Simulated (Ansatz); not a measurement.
**BSiNH (quartet): from Hartree-Fock to the top rungs, cc-pVDZ**

Aim: climb from Hartree-Fock through coupled cluster for BSiNH (quartet) at one geometry and basis, and see what each rung misses.

Method: cc-pVDZ, core rule «outside noble gas», up to 7 orbitals frozen; program: Ansatz 0.2.0, Gaussian basis.

The runs, in order: UHF; CCSD(T) on ROHF; CCSD(T) on UHF; BCCD(T) on ROHF; CISD; CCSDT(Q) on ROHF; CCSDT(Q) on UHF.

22 further runs of the same task are left out: 10 that didn't finish, 12 set aside as unsound or not needed.

### 1 The geometry

The geometry is a PBE0/def2-TZVP stationary point (not a proven minimum) of the parent state, kept for this charge and spin.

4 atoms, charge 0, spin multiplicity 4.

Atoms are counted from 1 here; the program's logs count them from 0.

Bond lengths: B1–N2 1.259 Å, N2–Si3 1.712 Å, Si3–H4 1.534 Å. Angles: B1–N2–Si3 171.7°, N2–Si3–H4 96.4°.

### 2 UHF

The input, in.yaml:

```yaml
crystal:
  periodic: [false, false, false]
  atoms:
    - {symbol: B, position_ang: [0.000000, 0.016116, 1.931055]}
    - {symbol: N, position_ang: [0.000000, 0.074561, 0.673291]}
    - {symbol: Si, position_ang: [0.000000, -0.093854, -1.030677]}
    - {symbol: H, position_ang: [0.000000, 1.406192, -1.349441]}
basis:
  gaussian: {orbitals: cc-pVDZ}
magnetization: {spin_polarized: true, initial_magnetization: 3}
hamiltonian: {xc: hf}
output: {orbitals: {seedname: orbitals}}
```

The run is started by

```bash
> ansatz run in.yaml --threads 1 --pin off --events-out ev --progress --plain --max-ram 2393MiB
```

Further steps of the session: CCSD(T) on ROHF; CCSD(T) on UHF; BCCD(T) on ROHF; CISD; CCSDT(Q) on ROHF; CCSDT(Q) on UHF.

Before running them: what should the planned runs give, taken together? Wanted: UCCSDT(Q) below the RHF energy; RMP2 from UCCSDT(Q); UMP2 from UCCSDT(Q); RCCSD from UCCSDT(Q); RCCSD(T) from UCCSDT(Q); UCCSD(T) from UCCSDT(Q); RCCSDT(Q) from UCCSDT(Q); T1 diagnostic.

As calculated:

```
                         quantity                      value
   UCCSDT(Q) below the RHF energy                 -8.7112 eV
              RMP2 from UCCSDT(Q)              +101.0 kJ/mol
              UMP2 from UCCSDT(Q)              +105.4 kJ/mol
             RCCSD from UCCSDT(Q)               +40.6 kJ/mol
          RCCSD(T) from UCCSDT(Q)                +6.5 kJ/mol
          UCCSD(T) from UCCSDT(Q)                +7.3 kJ/mol
         RCCSDT(Q) from UCCSDT(Q)                +0.5 kJ/mol
levels within 1 kcal/mol (43 meV)  RCCSDT, UCCSDT, RCCSDT(Q)
                    T1 diagnostic                      0.039
```

RCCSD(T) lands +6.5 kJ/mol from the yardstick (0.8 % of the correlation energy). These misses are within one basis, not against nature; the frozen cores of restricted and unrestricted runs differ, which can shift their rows.
